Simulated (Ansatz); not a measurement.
## [GeH$_{3}$···H···SiH], doublet in cc-pVDZ: errors against UCCSDT(Q)

Geometry: a point of a hydrogen-transfer path between rigid fragments, not a stationary point.

```xyz
7

Ge   -0.9288    0.0141    0.0000
H    -1.4402    1.4607    0.0000
H    -1.4402   -0.7092    1.2528
H    -1.4402   -0.7092   -1.2528
H     0.7692    0.0141    0.0000
Si    2.4282    0.0141    0.0000
H     2.8247   -1.4654    0.0000
```

Basis cc-pVDZ; Ansatz 0.2.0. Only valence electrons are correlated (noble-gas cores and the filled d shells of p-block atoms frozen), which leaves 13 electrons in 51 orbitals. R marks a restricted (for open shells ROHF) determinant, U an unrestricted one. No spin–orbit coupling is included, and no scalar relativity.

Full CI isn't at hand for all of this; UCCSDT(Q) serves as the reference, and is uncertain by about the last step of the cluster series.

The UHF ⟨S²⟩ is 0.772, the T1 diagnostic (RCCSD) is 0.0189 and the largest doubles amplitude (RCCSD) is 0.074. The T1 diagnostic (UCCSD) is 0.0190.

Problem. From what is known of these methods and the diagnostics, rank them by the size of their error in total energy against UCCSDT(Q) in cc-pVDZ, smallest first (an estimate: the text doesn't fix the numbers).
A. UCCSD
B. UHF
C. UCCSDT
D. UCCSD(T)
E. UMP2

Solution. C (7 meV), D (46 meV), A (210 meV), E (1606 meV), B (6781 meV).

All errors are against UCCSDT(Q) in cc-pVDZ. Within each family the higher level lies nearer, as is usual though not guaranteed.
